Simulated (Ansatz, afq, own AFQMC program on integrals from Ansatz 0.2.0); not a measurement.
Two steps: Ansatz 0.2.0 writes the Fock matrix and Cholesky factors of the valence space, and afq projects on them the lowest state that overlaps trial and start.

```yaml
crystal:
  periodic: [false, false, false]
  atoms:
    - {symbol: Zr, position_ang: [0.000000, 0.000000, 0.000000]}
    - {symbol: C, position_ang: [0.000000, 0.000000, 1.711236]}
basis:
  gaussian: {orbitals: def2-TZVP}
magnetization: {spin_polarized: false}
correlation: {method: ccsd_t, electrons: outside_noble_gas, hamiltonian_folder: ham}
```

```sh
$ ansatz run in.yaml --threads 1 --pin off --events-out ev --progress --plain --max-ram 15360MiB --backend cuda --devices 0, --max-vram 18GiB
```

afq runs on the folder ham with

```
--method phaseless --trial cisd --walkers 4000 --populations 20 --least-time 60 --time-step 0.005 --steps-per-block 50 --equilibration-blocks 40 --max-blocks 4000 --target-error 0.00017 --factor-cut 1e-05 --seed 4519 --release-times 0.24,0.5,1,1.5 --release-step 0.02 --release-every 3 --taylor-order 6
```

Times are imaginary, in 1/Eh. The walk had a cap of 228 s. With eight or more populations the least sampling time is a fifth of least-time, and the error comes from their spread. Core potentials past Kr, no spin–orbit coupling.

Output of the walk:

```
orbitals 66  electrons 4 4  factors 510 of 562
reference energy -84.15176870 Eh
CCSD correlation -0.25979090 Eh in 16 cycles, weight of the determinant in the CISD state 0.8435
energy of the start -84.411558 Eh
 block  time / (1/Eh)  mean weight  energy / Eh
     1     0.250  0.9999  -84.409815
     2     0.500  1.0001  -84.413659
     3     0.750  0.9999  -84.418244
     4     1.000  0.9999  -84.421334
     5     1.250  0.9997  -84.422700
     8     2.000  1.0001  -84.428445
    17     4.250  0.9998  -84.430322
    41    10.250  1.0004  -84.433380
    65    16.250  1.0001  -84.431630
    89    22.250  1.0000  -84.432180
   113    28.250  1.0001  -84.434542
   137    34.250  1.0001  -84.431301
   161    40.250  0.9999  -84.430872
   177    44.250  1.0001  -84.428829
   185    46.250  1.0000  -84.429023
   209    52.250  1.0002  -84.431087
   233    58.250  0.9999  -84.432083
   257    64.250  0.9999  -84.430621
   281    70.250  1.0000  -84.430017
   305    76.250  0.9999  -84.432664
   329    82.250  0.9994  -84.429729
   337    84.250  1.0003  -84.435606
error from the spread of 20 populations
released: time / (1/Eh)  energy / Eh  error  mean overlap
  0.24  -84.432996  0.000174  0.9991
  0.50  -84.433781  0.000187  0.9989
  1.00  -84.434693  0.000193  1.0024
  1.50  -84.435077  0.000196  1.0046
energy -84.431847 +/- 0.000163 Eh
(rows thinned)
```

The run passed its tests (sampling time, drift between the halves within three errors, error under three times the target), which doesn't prove that it has relaxed.

Against this walk (error 4.4 meV) on the same determinant: CCSD(T) 4.4 meV lower (within the noise), CCSDT(Q) 87.3 meV lower. The error is statistical and leaves out the bias of the constraint. None of these is a sure reference here. The released energies are still falling (meV from the phaseless value at times in 1/Eh: -31 ± 5 at 0.24, -53 ± 5 at 0.50, -77 ± 5 at 1.00, -88 ± 5 at 1.50), so they give no level; they do show a bias of the constraint, and the last of them that isn't too noisy lies 1 meV below CCSDT(Q).

Cautions: constraint bias not in the error; no spin-orbit coupling; outer-core shells of the metal frozen; restricted determinant unstable towards unrestricted (UHF 922 meV lower, ⟨S²⟩ 1.25); strong correlation (T1 0.041, weight of the determinant 0.84, largest double 0.05); (T) is large, 8 % of the CCSD correlation.

The walk took 3 min on 2 threads of a server CPU with a shared H100 80 GB, shared host (the card was shared). The log's last line is the phaseless energy.

CCSDT and higher add their correlation energy to the determinant of the CCSD(T) run, since their own runs factorise the integrals more tightly (a shift of under 2 meV). A walk keeps the symmetry of its determinant, which the program's search chose and which needn't be the lowest solution, so a lower state of the same spin and another symmetry isn't excluded.
